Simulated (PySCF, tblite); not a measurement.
Isomers of [C5H12N]+ (charge +1). Computed values, GFN2-xTB/tblite, gas phase, harmonic and unscaled. The method is semi-empirical: single wavenumbers can be off by several per cent or more. One conformer each.

Electronic energies: PBE0-D3(BJ)/def2-SVP at its own geometries (PySCF, gas phase).

```csv
SMILES,"electronic energy, lowest = 0 (kcal/mol)"
C[C@@H]1CC[NH2+]C1,0.0
C=C[C@H](C)[NH2+]C,21.8
C=CC[NH+](C)C,28.4
```

Q: How do GFN2-xTB zero-point energies change the relative energies?

A: 
| SMILES | ZPE (kcal/mol) | of it from modes above 1550 cm⁻¹ | electronic (kcal/mol) | with ZPE, lowest = 0 (kcal/mol) | lowest mode (cm⁻¹) | rings |
| --- | --- | --- | --- | --- | --- | --- |
| C[C@@H]1CC[NH2+]C1 | 105.5 | 52.7 | 0.0 | 0.0 | 33 | 1 |
| C=C[C@H](C)[NH2+]C | 102.4 | 55.5 | 21.8 | 18.7 | 49 | 0 |
| C=CC[NH+](C)C | 102.7 | 55.0 | 28.4 | 25.6 | 97 | 0 |

The zero-point energies span 3.1 kcal/mol, from `C=C[C@H](C)[NH2+]C` to `C[C@@H]1CC[NH2+]C1`. The order is unchanged.

Q: And how do the electronic energies of GFN2-xTB itself compare?

A: `C[C@@H]1CC[NH2+]C1` 0.0; `C=C[C@H](C)[NH2+]C` 29.1; `C=CC[NH+](C)C` 26.7 kcal/mol, lowest = 0. Against the energies above, taken from the same isomer `C[C@@H]1CC[NH2+]C1`, the largest difference is 7.3 kcal/mol. The two levels were optimised apart and needn't hold the same conformer.

Q: What do entropy and thermal enthalpy add at 298.15 K and 1 bar (rigid rotor, harmonic oscillator, one conformer each)?

A: 
```
            SMILES  point group  symmetry number  S (cal/(mol K))  H − H(0) (kcal/mol)  ZPE + H − H(0) − TS (kcal/mol)
C[C@@H]1CC[NH2+]C1           C1                1             79.6                 4.59                            86.4
C=C[C@H](C)[NH2+]C           C1                1             87.7                 5.70                            82.0
     C=CC[NH+](C)C           C1                1             84.2                 5.44                            83.0
```
